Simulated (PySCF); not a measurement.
Species: C4H3O2 (charge -1).
Atom-mapped SMILES: `[O-:1][c:2]1[cH:3][cH:4][cH:5][o:6]1`

Lines to be assigned: C 1s: 284.10 (area 1), 285.15 (area 1), 285.61 (area 1), 287.24 (area 1) eV; O 1s: 530.64 (area 1), 533.39 (area 1) eV.

Computed with delta-SCF UKS SCAN, pcX-2 on the ionised atom, pcseg-1 elsewhere, spin-free X2C (PySCF). Isolated species at its PBE0-D3(BJ)/def2-SVP geometry, gas phase.

Task: Assign the C 1s lines to atoms.

Result: 284.10 eV: C3 (aromatic CH carbon); 285.15 eV: C4 (aromatic CH carbon); 285.61 eV: C5 (aromatic CH next to a ring oxygen); 287.24 eV: C2 (aromatic carbon bearing oxygen). The listed C 1s values span 3.14 eV, from C3 (bonded to 2 C (aromatic in the SMILES) and H) to C2 (bonded to O (aromatic in the SMILES), O and C (aromatic in the SMILES)). Summing the Pauling electronegativity differences to the bonded atoms, each weighted by its formal bond order, gives -0.35 for the lowest site and +2.23 for the highest; no listed site has a larger sum than the highest.

Task: Assign the O 1s lines to atoms.

Result: 530.64 eV: O1 (aryloxide oxygen); 533.39 eV: O6 (furan-type oxygen). The listed O 1s values span 2.75 eV, from O1 (bonded to C) to O6 (bonded to 2 C (aromatic in the SMILES)). Summing the Pauling electronegativity differences to the bonded atoms, each weighted by its formal bond order, gives -0.89 for the lowest site and -2.67 for the highest; the largest sum, -0.89, belongs to O1, 2.75 eV below the top. The smallest sum, -2.67, belongs to O6, 2.75 eV above the lowest.

Bonded neighbours of each site: O1: C; C2: O (aromatic in the SMILES), O and C (aromatic in the SMILES); C3: 2 C (aromatic in the SMILES) and H; C4: 2 C (aromatic in the SMILES) and H; C5: O (aromatic in the SMILES), C (aromatic in the SMILES) and H; O6: 2 C (aromatic in the SMILES).

Task: Express the binding energy of C 1s of C5 in atomic units and per mole.

Result: 285.61 eV = 10.4960 Eh = 27557 kJ/mol.

Spin contamination (⟨S²⟩ against 0.75 for a pure doublet) is marked for C 1s of C2 (0.88) and C 1s of C4 (0.89), which makes these values less certain. The species carries charge -1, so core ionisation leaves a neutral species. The basis sets have no added diffuse functions.
